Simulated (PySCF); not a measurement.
Metal–ligand bonds in Cd(Cl)1–Y. Isolated molecules, 0 K electronic values unless said otherwise. One relaxed conformer stands for each flexible species; it need not be the lowest. Multiplicities are imposed; where one is given, others were not computed. Strings in code marks are SMILES.

All values below come from r2SCAN-D4/def2-TZVP // r2SCAN-D4/def2-SVP (PySCF). All candidates: neutral, multiplicity 2. 

```yaml
highest_occupied_spin_orbital: -6.03 eV
dipole_moment: 3.43 D
```

Question: Name which member has these values.
(A) `C[N]C`
(B) [Cd(Cl)]
(C) `[OH]`
(D) `C[O]`

Answer: B, [Cd(Cl)]. The others give `C[N]C`: -5.98 eV, 1.71 D; `C[O]`: -6.35 eV, 2.02 D; `[OH]`: -7.57 eV, 1.76 D
